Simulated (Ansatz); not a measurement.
System: CH₃O (charge 0, doublet). It need not be the lowest isomer of its formula. 
Coordinates optimised at B3LYP-D3(BJ)/def2-TZVP (Ansatz, an electronic-structure program):
```xyz
5

C      0.0422    -0.5697     0.0421
O     -0.0449     0.7878    -0.0350
H      1.0743    -0.9437    -0.0130
H     -0.4948    -0.9923     0.9030
H     -0.4741    -0.9483    -0.8625
```
Charge 0, spin multiplicity 2.

Property: vertical electron affinity (to the singlet state of charge -1; a negative value means that the extra electron is unbound and the number depends on the basis; each state is the SCF solution reached for its spin), in eV. Correlated levels leave the core frozen unless marked. UHF or UKS for open shells. Spin-orbit coupling is left out. No relativistic terms. Anions need diffuse functions: aug- sets have them; def2-D sets add few. CBS(X,Y): correlation extrapolated as X^-3; Hartree-Fock from the larger set. The bracket is a focal-point correction in the basis named.

```csv
level,program,vertical electron affinity (eV)
SVWN5/def2-TZVPD,Ansatz,1.66
r2SCAN/def2-TZVPD,Ansatz,1.16
CAM-B3LYP/def2-TZVPD,Ansatz,…
SCS-MP2/aug-cc-pVTZ,Ansatz,1.53
CCSD/aug-cc-pVDZ,Ansatz,1.10
CCSD/aug-cc-pVTZ,Ansatz,…
"RI-MP2/CBS(aug-cc-pVTZ,aug-cc-pVQZ)+[CCSD(T)-MP2]/aug-cc-pVTZ",Ansatz,1.44
```

Question: What belongs in the gaps?

Answer: 
- CAM-B3LYP/def2-TZVPD, vertical electron affinity (eV): 1.31
- CCSD/aug-cc-pVTZ, vertical electron affinity (eV): 1.17
